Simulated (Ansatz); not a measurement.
```yaml
crystal:
  periodic: [false, false, false]
  atoms:
    - {symbol: Cu, position_ang: [-0.764899, 0.004469, 0.005222]}
    - {symbol: Si, position_ang: [1.496585, -0.008743, -0.010217]}
    - {symbol: H, position_ang: [2.166390, -1.328436, -0.010268]}
    - {symbol: H, position_ang: [2.185676, 0.649081, 1.122324]}
    - {symbol: H, position_ang: [2.170072, 0.641251, -1.156584]}
basis:
  gaussian: {orbitals: def2-TZVP}
hamiltonian: {xc: pbe0}
relax: {f_tol: 0.004, max_steps: 80}
```

```sh
$ ansatz run in.yaml --threads 1 --pin off --events-out ev --progress --plain --max-ram 2176MiB
```

Steps of the relaxation (energy above the last step; positions in Å, forces in eV/Å):

```
5
step 1, 82.8 meV
Cu   -0.765    0.004    0.005    0.129   -0.001   -0.001
Si    1.497   -0.009   -0.010    0.455   -0.003   -0.003
H     2.166   -1.328   -0.010   -0.197   -0.445    0.003
H     2.186    0.649    1.122   -0.191    0.225    0.387
H     2.170    0.641   -1.157   -0.196    0.223   -0.386
```

```
5
step 2, 5.9 meV
Cu   -0.671    0.004    0.005   -0.031    0.000    0.000
Si    1.582   -0.009   -0.011    0.007    0.000    0.000
H     2.106   -1.417   -0.010    0.009    0.192   -0.001
H     2.127    0.694    1.199    0.006   -0.097   -0.166
H     2.110    0.686   -1.233    0.008   -0.096    0.167
```

```
5
step 3, 0.1 meV
Cu   -0.689    0.004    0.005   -0.002    0.000    0.000
Si    1.566   -0.009   -0.011    0.050    0.000    0.000
H     2.117   -1.398   -0.010   -0.016    0.027    0.000
H     2.138    0.684    1.183   -0.016   -0.013   -0.023
H     2.121    0.676   -1.217   -0.016   -0.013    0.023
```

```
5
step 5, 0.0 meV
Cu   -0.687    0.004    0.005   -0.001    0.000    0.000
Si    1.568   -0.009   -0.011    0.001    0.000    0.000
H     2.116   -1.397   -0.010    0.000    0.000    0.000
H     2.137    0.684    1.182    0.000    0.000    0.000
H     2.120    0.676   -1.216    0.000    0.000    0.000
```

Close pairs at the end: Si2–H4 1.492 Å, Si2–H3 1.492 Å, Si2–H5 1.492 Å, Cu1–Si2 2.255 Å.

A stationary point of restricted PBE0 after 5 steps (its stability towards spin polarisation wasn't tested); no frequencies were run, so it isn't proven a minimum. 24 s on 1 thread of Arm Neoverse V2, shared host.
